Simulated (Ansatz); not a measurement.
Cost and result for the atomization energy of H4OSi2 (7 atoms, 6 bonds).

Cartesian coordinates in Å:
```
O -0.842 0.348 -0.434
Si -1.872 1.099 0.607
Si 0.617 -0.424 -0.497
H 1.230 -0.453 0.856
H -1.026 0.929 1.894
H 0.397 -1.807 -0.986
H 1.497 0.308 -1.440
```

Total charge 0; spin multiplicity 1. The bonds changed during the relaxation, so this is another structure than the one it started from. Geometry: relaxed with PBE0-D4/def2-TZVP. Program: Ansatz. All runs use 2 threads of an Arm Neoverse V1 on a shared host. Times are those of one run each, without the atoms' runs, and a repeat can differ threefold. Electronic energies, without spin–orbit coupling; frozen cores. CCSD(T)/CBS adds CCSD(T) − MP2 in def2-TZVPP to the MP2 limit, and its time is that of the two runs behind it. T1 = 0.014; the RHF reference is unstable towards UHF. HSE06 is the plane-wave form, built on full-range PBE exchange.

CCSD(T)/CBS is a level of theory with its own doubt, some kJ/mol a heavy atom from the limit and from the frozen cores, so smaller differences don't rank the functionals.

| level | functions | wall time |
| --- | --- | --- |
| LDA (SPW92)/def2-TZVPP | 171 | 1.1 s |
| CCSD(T)/def2-SVP | 70 | 1.1 s |
| BLYP-D4/def2-TZVPP | 171 | 1.8 s |
| PBE-D4/def2-TZVPP (with forces) | 171 | 2.2 s |
| BHLYP-D4/def2-TZVPP | 171 | 2.4 s |
| HSE06-D4/def2-TZVPP | 171 | 2.5 s |
| B2PLYP/def2-TZVPP | 171 | 4.3 s |
| r2SCANh-D4/def2-TZVPP | 171 | 4.7 s |
| PBE-QIDH/def2-TZVPP | 171 | 5 s |
| ωB97X-V/def2-TZVPP | 171 | 7.5 s |
| MP2/def2-QZVPP | 317 | 14 s |
| CCSD(T)/def2-TZVPP | 171 | 25 s |
| CCSD(T)/CBS(def2) | – | 39 s |

Q: What atomization energy does each give, and how far from CCSD(T)/CBS? (Best estimate.)

A: Computed: 
```json
{"level": "LDA (SPW92)/def2-TZVPP", "atomization (kJ/mol)": "2499.5", "difference from CCSD(T)/CBS": "242.8", "per bond": "40.5"}
{"level": "CCSD(T)/def2-SVP", "atomization (kJ/mol)": "2065.7", "difference from CCSD(T)/CBS": "-191.0", "per bond": "-31.8"}
{"level": "BLYP-D4/def2-TZVPP", "atomization (kJ/mol)": "2236.2", "difference from CCSD(T)/CBS": "-20.5", "per bond": "-3.4"}
{"level": "PBE-D4/def2-TZVPP (with forces)", "atomization (kJ/mol)": "2221.6", "difference from CCSD(T)/CBS": "-35.1", "per bond": "-5.9"}
{"level": "BHLYP-D4/def2-TZVPP", "atomization (kJ/mol)": "2197.5", "difference from CCSD(T)/CBS": "-59.2", "per bond": "-9.9"}
{"level": "HSE06-D4/def2-TZVPP", "atomization (kJ/mol)": "2194.0", "difference from CCSD(T)/CBS": "-62.7", "per bond": "-10.5"}
{"level": "B2PLYP/def2-TZVPP", "atomization (kJ/mol)": "2219.2", "difference from CCSD(T)/CBS": "-37.5", "per bond": "-6.3"}
{"level": "r2SCANh-D4/def2-TZVPP", "atomization (kJ/mol)": "2214.3", "difference from CCSD(T)/CBS": "-42.4", "per bond": "-7.1"}
{"level": "PBE-QIDH/def2-TZVPP", "atomization (kJ/mol)": "2196.0", "difference from CCSD(T)/CBS": "-60.7", "per bond": "-10.1"}
{"level": "ωB97X-V/def2-TZVPP", "atomization (kJ/mol)": "2260.6", "difference from CCSD(T)/CBS": "3.9", "per bond": "0.6"}
{"level": "MP2/def2-QZVPP", "atomization (kJ/mol)": "2242.9", "difference from CCSD(T)/CBS": "-13.8", "per bond": "-2.3"}
{"level": "CCSD(T)/def2-TZVPP", "atomization (kJ/mol)": "2190.1", "difference from CCSD(T)/CBS": "-66.6", "per bond": "-11.1"}
{"level": "CCSD(T)/CBS(def2)", "atomization (kJ/mol)": "2256.7", "difference from CCSD(T)/CBS": "0.0", "per bond": "0.0"}
```

The D4 term adds +22.5 kJ/mol with B3LYP and +11.6 kJ/mol with PBE0; it sums over pairs of atoms, weighted by their polarisabilities, and B3LYP, whose exchange is more repulsive, gets the larger term. At CCSD(T), def2-SVP lies −191.0 kJ/mol from the extrapolated value and def2-TZVPP −66.6 kJ/mol: correlation converges slowly with the basis, and small sets miss more of it in the bonded molecule than in its fragments. From BLYP to BHLYP (50 % exact exchange), in def2-TZVPP and without D4, the atomization energy moves by −26.7 kJ/mol: exact exchange takes away binding that semilocal exchange gives to molecules.

B3LYP here is the variant with VWN-RPA as its local correlation; programs differ in this.
